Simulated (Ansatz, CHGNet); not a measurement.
Elastic constant C11 (GPa) of solids drawn from the class of tetrahedrally bonded semiconductors and semimetals, at two levels: the machine-learned potential CHGNet-r²SCAN (trained on r²SCAN data), and r²SCAN in Ansatz (plane waves, PAW).

| solid | CHGNet-r²SCAN | r²SCAN | shift (%) |
|---|---|---|---|
| zinc-blende GaP | 79.2 | 142 | +79 |
| zinc-blende InP | 51.3 | 97.9 | +91 |
| wurtzite GaN | 264 | 363 | +38 |
| zinc-blende CdSe | 48.0 | 63.0 | +31 |
| 2H-SiC | 260 | 533 | +105 |
| zinc-blende GaAs | 65.7 | 117 | +78 |
| 3C-SiC | 229 | 414 | +81 |
| zinc-blende AlN (metastable phase) | 265 | 308 | +16.2 |
| zinc-blende ZnSe | 71.4 | 90.2 | +26 |
| wurtzite BN (high-pressure phase) | 598 | 977 | +63 |

The shifts run from +16.2 % to +105 %, with a median of +71 %.

Over all 10 rows r²SCAN is the larger in 10.

Ansatz's runs of these crystals have no spin polarisation.

Spin–orbit coupling is left out, also for the solids with elements from indium on (zinc-blende InP); its size isn't shown.

Each level is taken at its own relaxed cell. Ansatz's density-functional and Hartree–Fock values are scalar-relativistic unless marked +SOC, with PAW data made under PBE.

Ansatz is a program for electronic structure.
